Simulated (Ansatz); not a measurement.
A made-up structure of CH₂LiS (charge -1), singlet:

```
5
angstrom
Li -0.7236 -1.0125 1.4675
S -1.0413 0.2589 -0.0604
C 0.2594 0.2896 -0.4332
H 0.5956 -0.5426 -1.0990
H 0.9099 1.0066 0.1250
```

It is relaxed with PBE-D4/def2-SVPD and then PBE0-D4/def2-TZVPD (Ansatz 0.2.0). Atoms count as bonded within 1.22 times the sum of their covalent radii (H–H: 0.88 Å). The end point is not checked to be a true minimum.

Does its bonding change? (Judge from chemistry; the calculation decides.)

Computed: Yes. Formed: Li1–C3; broken: none.

Where it ends: The first stage lowers the energy by 4.98 eV in 9 steps. It ends as CH₂LiS ([Li]1[CH2][S]1), total charge -1:
```json
{"atom": "Li1", "x (Å)": "-0.5556", "y (Å)": "-0.9213", "z (Å)": "1.3088"}
{"atom": "S2", "x (Å)": "-1.4452", "y (Å)": "0.3823", "z (Å)": "-0.1128"}
{"atom": "C3", "x (Å)": "0.3828", "y (Å)": "0.0180", "z (Å)": "-0.1210"}
{"atom": "H4", "x (Å)": "0.6695", "y (Å)": "-0.4270", "z (Å)": "-1.0806"}
{"atom": "H5", "x (Å)": "0.9485", "y (Å)": "0.9480", "z (Å)": "0.0056"}
```

Labels in which every atom is bracketed show which atoms are joined, not bond orders.

For scale, one of the runs: PBE0-D4/def2-TZVPD relaxation, 118 basis functions, launched by `ansatz run in.yaml --threads 2 --pin off --events-out ev --progress --plain --max-ram 4352MiB`. The run took about 14 s on 2 CPU threads of an Arm Neoverse V1 (shared host).
